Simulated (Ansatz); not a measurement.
## Basis-set limit of NbOF2, doublet

```yaml
atoms:
  - { symbol: O, position_ang: [0.5039, -1.0033, 1.3160] }
  - { symbol: Nb, position_ang: [0.1054, 0.2088, 0.2149] }
  - { symbol: F, position_ang: [-1.5233, 1.0644, 0.5726] }
  - { symbol: F, position_ang: [1.5664, 0.8809, -0.7476] }
```

Connectivity, by distances: O–Nb(–F)–F.

Ansatz 0.2.0, UHF determinant, valence electrons correlated, core potentials past Kr. Energies in eV.

| set | X | functions | Hartree–Fock | MP2 correlation | CCSD(T) correlation | time |
| --- | --- | --- | --- | --- | --- | --- |
| def2-TZVPP | 3 | 149 | -8990.8242 | -24.9172 | -25.2540 | 17 s on 1 × NVIDIA H100 80GB HBM3 with 1 thread of AMD EPYC 7R13 Processor (Zen 3), on a shared host |
| def2-QZVPP | 4 | 252 | -8991.2713 | -26.9314 | -27.2106 | 27 s on 1 × NVIDIA H100 80GB HBM3 with 1 thread of AMD EPYC 7R13 Processor (Zen 3) (shared host) |

Hartree–Fock is taken to follow E(X) = E∞ + A·exp(−7.88·√X), correlation E(X) = E∞ + B·X^−2.97.

Cautions: no spin-orbit coupling; outer-core shells of the metal frozen.

**Question.** Work out the CCSD(T) energy at the limit, and how far the shortcut misses it that extrapolates MP2 and adds CCSD(T) minus MP2 from the smaller set.

**Answer.** Hartree–Fock: E∞ = E4 + 0.1377·(E4 − E3) = -8991.3328. Correlation: E∞ = E4 + 0.7407·(E4 − E3) = -28.6599 for CCSD(T) and -28.4233 for MP2. The limit is -9019.9927 eV, 1.511 eV below def2-QZVPP. The shortcut gives a correlation energy of -28.4233 + (-0.3368) = -28.7602, 100 meV lower than the direct value.

The exponents were fitted on light atoms, and def2 sets of heavy atoms don't grow evenly, so the limit is rough here.
